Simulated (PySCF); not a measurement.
# Working out the electron affinity of F

F⁻ [Ne] (1S) → F [He] 2s2 2p5 (2P). All numbers are calculated (PySCF 2.14, scalar relativity by spin-free X2C-1e, in dyall-acv3z). Frozen: nothing; the 5 highest virtual orbitals dropped. Energies in hartree (1 hartree = 27.21139 eV):

| part | F⁻ (lower) | F (upper) |
| --- | --- | --- |
| UHF | -99.546039 | -99.503178 |
| CCSD correlation | -0.352240 | -0.279914 |
| (T) | -0.011066 | -0.004849 |

Problem. What does Hartree-Fock give?

Solution. (-99.503178) − (-99.546039) = 0.042861 hartree = 1.166 eV.

Problem. What do CCSD and CCSD(T) give?

Solution. The CCSD correlation energies differ by 0.072326 hartree = 1.968 eV and the triples by 0.006217 hartree = 0.169 eV, so CCSD gives 3.134 eV and CCSD(T) 3.303 eV.

A first-order spin-orbit estimate adds -0.018 eV to CCSD(T) (valence and next inner shell), giving 3.285 eV against 3.401 eV (measured; photodetachment measurements, as compiled on the Wikipedia data page of electron affinities).

What remains against the reference includes basis incompleteness and higher excitations.
